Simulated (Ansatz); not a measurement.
One stationary structure of Ag. Space group Fm-3m (No. 225), fcc (Cu type). All values below come from PBE (plane waves to 420 eV, PAW, scalar-relativistic; Ansatz, a quantum-chemistry and plane-wave program).

```cif
data_Ag
_chemical_formula_sum 'Ag1'
_space_group_name_H-M_alt 'P 1'
_space_group_IT_number 1
_cell_length_a 2.93321
_cell_length_b 2.93321
_cell_length_c 2.93321
_cell_angle_alpha 60.000
_cell_angle_beta 60.000
_cell_angle_gamma 60.000
loop_
_space_group_symop_operation_xyz
  'x, y, z'
loop_
_atom_site_label
_atom_site_type_symbol
_atom_site_fract_x
_atom_site_fract_y
_atom_site_fract_z
_atom_site_occupancy
Ag1 Ag 0.00000 0.00000 0.00000 1
```

```yaml
volume_per_atom: 17.84 Å³
band_gap: no gap (metallic)
shortest_distances: Ag–Ag 2.93 Å
k-mesh: 19×19×19
```

No spin polarisation in the result.

Measured for Ag: a 4.062 Å (static lattice; corrected from measurement; as listed in Daniel Mejia-Rodriguez, S. B. Trickey, Phys. Rev. B (2018)). Computed minus measured — a: PBE +2.1 %. The computed values are for a static lattice.

The run could not lose the symmetry of its start.

It was reached from a disturbed copy of a Fd-3m (No. 227) cell (diamond type), against which it lies -0.78 eV/atom.
